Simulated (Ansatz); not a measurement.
## fcc Cu

Computed with PBE-D4 (Ansatz, a first-principles code, plane waves, PAW).

Run with plane-wave cutoff 520 eV, 26×26×26 k mesh, Fermi–Dirac smearing 0.05 eV, no spin polarisation, scalar-relativistic PAW data made under PBE.

Cell (relaxed at this level):

```
Cu
1.0
    0.00000     1.78629     1.78629
    1.78629     0.00000     1.78629
    1.78629     1.78629     0.00000
Cu
1
Direct
  0.00000   0.00000   0.00000
```

For fcc Cu, the bulk modulus comes out as 164 GPa, the band gap comes out as none and the pressure derivative B′ of the bulk modulus is 5.0.

Measured, for comparison: bulk modulus 144 GPa (0 K value with the zero-point phonon effect removed, our sources range from 140 to 145; as tabulated in Mejia-Rodriguez and Trickey (2018), arXiv:1807.09216). Computed (rounded) less measured: bulk modulus +14 % (+13 % to +17 % over the range).

Static lattice: no zero-point or thermal effects.

It cost around 60 core-seconds (rough) of CPU time.
